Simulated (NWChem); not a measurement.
## Correlation energy of H2Si

```xyz
3

Si     0.0000     0.0000     0.1341
H      1.0961     0.0000    -0.9390
H     -1.0961     0.0000    -0.9390
```
Charge 0, spin multiplicity 1.

All runs are NWChem calculations. The geometry was optimised at PBE0/def2-SVP, a minimum by its harmonic frequencies.

Basis set: 3-21G. Each correlation energy counts from its own Hartree-Fock reference.

The correlated methods keep 5 core orbitals frozen. The structure started from a generated list of species. Coupled-cluster values serve here as a point of comparison, not as the truth.

Question: Order these methods by the correlation energy they give, lowest first: MP2, SCS-MP2, CCSD, CCSDT.

Answer: CCSDT (-65.4 mHa), CCSD (-64.6 mHa), SCS-MP2 (-51.5 mHa), MP2 (-44.8 mHa)
